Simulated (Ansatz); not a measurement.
Total energies of LiCl2⁻ from Ansatz at PBE0-D4/def2-TZVPD, gas phase (1 Eh = 27.2114 eV = 2625.5 kJ/mol). The reference geometry is relaxed at r2SCAN-D4/def2-TZVPD.

```xyz
3

Li    0.0002    0.0000    0.0002
Cl   -1.5303   -0.5869    1.4099
Cl    1.5301    0.5869   -1.4101
```

| state | geometry | energy (Eh) |
| --- | --- | --- |
| charge -1 singlet | reference | -927.85698 |
| charge 0 doublet | reference | -927.66598 |
| charge -1 triplet | relaxed at r2SCAN-D4/def2-TZVPD | -927.70167 |
| charge -1 quintet | relaxed at r2SCAN-D4/def2-TZVPD | -927.45588 |

**Question.** Work out the vertical ionisation energy to the doublet.

**Answer.** E(charge 0 doublet) − E(charge -1 singlet) = -927.66598 − (-927.85698) = 0.19100 Eh = 5.20 eV. For comparison, −ε of the highest occupied level is 3.21 eV at this level, 1.99 eV less.

**Question.** Which of the charge -1 states is lowest, and how far above it are the others?

**Answer.** The singlet. triplet: -927.70167 − (-927.85698) = 0.15531 Eh = 407.8 kJ/mol; quintet: -927.45588 − (-927.85698) = 0.40110 Eh = 1053.1 kJ/mol. The quintet has fallen apart, so its energy is that of loose fragments and no spin gap. The quintet differs in its bonds from the reference.

At PBE0-D4/def2-TZVPD the highest occupied level of the charge -1 triplet lies above zero (up to 0.82 eV). The electron is either unbound and held by the finite basis, or the level is raised by self-interaction error. At PBE0-D4/def2-TZVPD the highest occupied level of the charge -1 quintet lies above zero (up to 1.28 eV).

The structure comes from a short search, and lower isomers may exist.
